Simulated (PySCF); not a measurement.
HCF2CH2OH, C2H4F2O.
Z-matrix (Å and degrees, PBE0-D3(BJ)/def2-TZVP geometry), rows numbered from 1:
```
O 
C   1  1.4012
C   2  1.5088  1  111.25
F   3  1.3637  2  109.09  1    63.46
F   3  1.3542  2  109.97  1  -178.79
H   1  0.9616  2  108.19  3   -63.43
H   2  1.0980  1  112.84  3   121.56
H   2  1.0913  1  107.54  3  -119.04
H   3  1.0943  2  113.46  1   -56.44
```

Computed with PySCF at wB97X-D/pcSseg-2, non-relativistic, on one gas-phase PBE0-D3(BJ)/def2-TZVP geometry that isn't relaxed in the solvent. The solvent is an IEF-PCM continuum (Bondi radii, 1.10 Å for H, scaled by 1.2). Specific hydrogen bonds and non-electrostatic terms are outside this model.

Gas phase at wB97X-D/pcSseg-2: HOMO -10.51 eV, LUMO 2.39 eV, dipole 0.57 D.

Problem. What does the continuum do to the energy, the frontier levels and the dipole at wB97X-D/pcSseg-2 in chloroform?

Solution. 
| solvent | ε | E(solvent) − E(gas) (kcal/mol) | polarisation term (kcal/mol) | distortion of the solute (kcal/mol) | HOMO (eV) | LUMO (eV) | dipole (D) |
| --- | --- | --- | --- | --- | --- | --- | --- |
| chloroform | 4.711 | -4.25 | -4.56 | 0.31 | -10.36 | 2.69 | 0.62 |

The first energy column is the sum of the next two and covers electrostatics alone.

Time: 18 s; peak memory 0.94 GiB. Hardware: Arm Neoverse V2, one thread, no GPU, shared host with 96 logical CPUs at a one-minute load of 19. This is the whole shielding run at wB97X-D/pcSseg-2 in chloroform, SCF included.

Note: wB97X-D ran without an empirical dispersion term, which enters the total energy and its gradient alone.
